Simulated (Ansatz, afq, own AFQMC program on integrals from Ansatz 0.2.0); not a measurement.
**BH$_{2}$O, doublet in cc-pVDZ along one coordinate**

```xyz
4

B     0.0000    0.0000    0.6689
O     0.0000    0.0000   -0.6123
H     0.0000    1.0503    1.2721
H     0.0000   -1.0503    1.2721
```

The B1–O2 distance is changed with both sides rigid. Energies in kJ/mol count from this geometry (1.281 Å) at the same level; the start stands on UHF, each point on the determinant named.

Basis cc-pVDZ. Noble-gas cores (and the filled d shells of Ga–Kr and In–Xe) are frozen. Integrals, coupled cluster, full CI and functionals: Ansatz 0.2.0; the random walks run on the same integrals in our own AFQMC program. ph-AFQMC/CISD is guided by a CISD state made of CCSD amplitudes; releasing the constraint for a short imaginary time cuts its bias at the price of noise, slowly where states lie close. ± is one standard error of the sampling.

Cautions, each for one point or more: higher spins were not checked; raised T1 diagnostic; strong correlation; unrestricted determinant spin contaminated; walk and cluster series may follow different spin states.

```csv
r(B1–O2) / Å,det.,T1,weight,⟨S²⟩,PBE,r2SCAN,CCSD(T)
1.047,UHF,0.031,0.89,0.79,257.4,251.5,275.8
1.601,UHF,0.029,0.89,0.76,130.7,129.4,108.0
2.002,UHF,0.052,0.84,0.96,354.7,356.4,330.8
2.776,UHF¶,0.031,0.88,1.68,613.2§,599.8§,569.4
4.411,UHF¶,0.006,0.93,1.76,698.4§,664.6§,600.0
```

(1) Estimate the curve of phaseless AFQMC with a CISD trial, counted from the same start.

Results:

(1) 
| r(B1–O2) / Å | det. | T1 | weight | ⟨S²⟩ | ph-AFQMC/CISD | released AFQMC | CCSDT(Q) |
| --- | --- | --- | --- | --- | --- | --- | --- |
| 1.047 | UHF | 0.031 | 0.89 | 0.79 | 279.4 ± 1.8 | 276.7 ± 2.8 | 276.8 |
| 1.601 | UHF | 0.029 | 0.89 | 0.76 | 113.5 ± 1.9 | 108.7 ± 2.8* | 107.7 |
| 2.002 | UHF | 0.052 | 0.84 | 0.96 | 333.2 ± 2.4 | – | 325.6 |
| 2.776 | UHF¶ | 0.031 | 0.88 | 1.68 | 562.4 ± 2.2 | 560.9 ± 3.4* | 558.7 |
| 4.411 | UHF¶ | 0.006 | 0.93 | 1.76 | 604.1 ± 1.6 | 602.2 ± 2.3* | 603.1 |

Weight is that of the determinant in the CISD state; at the start T1 is 0.040 and the weight 0.87, and ⟨S²⟩ is 0.77. ¶ marks points with a poor determinant and no full CI, where no value is sure; they don't count among the departures. An asterisk marks released energies that aren't shown to be converged. A dash marks a missing value, a released energy that hasn't settled or a functional that sits on another state. § marks a functional whose ⟨S²⟩ is too high by over 0.1. Largest departures from phaseless AFQMC with a CISD trial: CCSD(T) -5.4 kJ/mol at 1.601 (on UHF), CCSDT(Q) -7.6 kJ/mol at 2.002 (on UHF), PBE -22.0 kJ/mol at 1.047, r2SCAN -27.9 kJ/mol at 1.047. The walk's constraint bias lies outside its error bars, so these are departures and not errors. Functionals count only at points shown to share the start's state and spin. In this small basis the wave-function levels are far from their limit, so their gap to the functionals isn't the functionals' error.

CCSDT and higher add their correlation energy to the determinant of the CCSD(T) run, since their own runs factorise the integrals more tightly (a shift of under 2 meV). A walk keeps the symmetry of its determinant, which the program's search chose and which needn't be the lowest solution, so a lower state of the same spin and another symmetry isn't excluded.
